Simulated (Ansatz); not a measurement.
A calculation with Ansatz (development build ahead of 0.2.0).

```yaml
crystal:
  periodic: [false, false, false]
  atoms:
    - { symbol: "N", position_ang: [0.0, 0.0, 0.0] }
    - { symbol: O, position_ang: [0.0, 1.0499, 0.8056] }
    - { symbol: Mg, position_ang: [0.0, -1.6247, 1.2467] }
basis:
  gaussian: { orbitals: pcseg-2 }
magnetization:
  initial_magnetization: 1
hamiltonian:
  xc: hf
```

The input is written out in the form of the current development build from the run's settings.

The run gave:

| Property | Result |
| --- | --- |
| Converged | yes |
| Total energy | -328.82517 hartree |
| Spin squared of the determinant | 0.750 |
| Stability test | minimum among restricted orbitals |

Caution: an unrestricted determinant lies well below.
